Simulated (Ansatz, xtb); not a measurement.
C4H8F2: which of two isomers lies lower

We compare I, `CCC(C)(F)F`, a singlet, with II, `CC(C)C(F)F`, a singlet. Both are isolated molecules in the gas phase, relaxed with PBE-D3(BJ)/def2-SVP; each stands in its lowest conformer found.

Task: Which of the two would you expect CCSD(T)/def2-SVP + ΔMP2/def2-TZVPP electronic energies to favour?

Result: Structure I; the calculation gives E(II) − E(I) = +4.6 kcal/mol.

The same difference at several levels:

| level | geometry | E(II) − E(I) (kcal/mol) | departure from the last row (kcal/mol) | job, with rough time for the two |
| --- | --- | --- | --- | --- |
| GFN2-xTB | GFN2-xTB | +2.8 | −1.9 | optimisation, 0.16 s |
| HF/STO-3G | GFN2-xTB | +4.6 | 0.0 | single point, 0.57 s |
| r2SCAN-D4/def2-SVP | GFN2-xTB | +5.8 | +1.2 | single point, 3.9 s |
| PBE-D3(BJ)/def2-SVP | PBE-D3(BJ)/def2-SVP | +5.1 | +0.4 | optimisation, 23 s |
| HF/def2-SVP | PBE-D3(BJ)/def2-SVP | +5.4 | +0.8 | part of the CCSD(T) run |
| MP2/def2-SVP | PBE-D3(BJ)/def2-SVP | +4.5 | −0.1 | part of the CCSD(T) run |
| CCSD(T)/def2-SVP | PBE-D3(BJ)/def2-SVP | +4.8 | +0.1 | single point |
| CCSD(T)/def2-SVP + ΔMP2/def2-TZVPP | PBE-D3(BJ)/def2-SVP | +4.6 |  | single point, 71 s |

As drawn, both hold the same kinds of bond in the same numbers.

None of the levels shown reverses the order. The largest departure from CCSD(T)/def2-SVP + ΔMP2/def2-TZVPP is that of GFN2-xTB, 1.9 kcal/mol. The last row adds to CCSD(T) the change of the MP2 difference between the two basis sets, here −0.1 kcal/mol.

With thermal terms from frequencies at re-optimised GFN2-xTB minima (ideal gas, soft modes damped towards free rotors, one conformer each, 298.15 K, 1 atm): the zero-point term adds +0.5 kcal/mol; ΔH is +5.1 and ΔG +5.2 kcal/mol.

The correlated steps freeze 6 core orbitals. Run with Ansatz 0.2.0, xtb 6.7.1; the last row on 2 threads of Intel(R) Xeon(R) Processor @ 2.70GHz on a shared host.
